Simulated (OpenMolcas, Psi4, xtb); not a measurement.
**NOF (nitrosyl fluoride): methods side by side**

The species is NOF (3 atoms), meant as a singlet with charge 0. SMILES: `O=NF`. The coordinates come from a PBE0-D4/def2-TZVP relaxation.

```xyz
3

O     0.8683    0.2430    0.5047
N     0.1489   -0.4825    0.0299
F    -1.0173    0.2396   -0.5346
```

Quantity: the dipole moment, in D. The values are calculated.

Measured value to compare with: NIST CCCBDB; in doubt: newer work gives another value gives the dipole moment of the gas as 1.81 D.

| level | kind | program | value (D) | computed − measured | CPU time |
| --- | --- | --- | --- | --- | --- |
| GFN1-xTB | semi-empirical | xtb | 1.32 | -0.49 | under 2 s |
| HF/def2-TZVPP | Hartree–Fock | Psi4 | 1.64 | -0.17 | 16 s |
| SVWN5/def2-TZVPP | LDA | OpenMolcas | 1.27 | -0.54 | 15 s |
| BLYP/def2-TZVPP | GGA | OpenMolcas | 1.27 | -0.54 | 20 s |
| M06-L/def2-TZVPP | meta-GGA | Psi4 | 1.40 | -0.41 | 39 s |
| PBE0/def2-TZVPP | global hybrid | OpenMolcas | 1.40 | -0.41 | 20 s |
| CAM-B3LYP/def2-TZVPP | range-separated hybrid | Psi4 | 1.44 | -0.37 | 20 s |

Nearest: HF/def2-TZVPP (-0.17 D); farthest: SVWN5/def2-TZVPP (-0.54 D). The measured dipole is a vibrational average, so differences of a few hundredths of a debye mean little. Computed less measured by kind, in D (def2-TZVPP rows): semi-empirical -0.49; Hartree–Fock -0.17; LDA -0.54; GGA -0.54; meta-GGA -0.41; global hybrid -0.41; range-separated hybrid -0.37. Magnitudes only. Times are those of the runs behind each value, whatever else they computed, on shared processors of several kinds: orders of magnitude only.
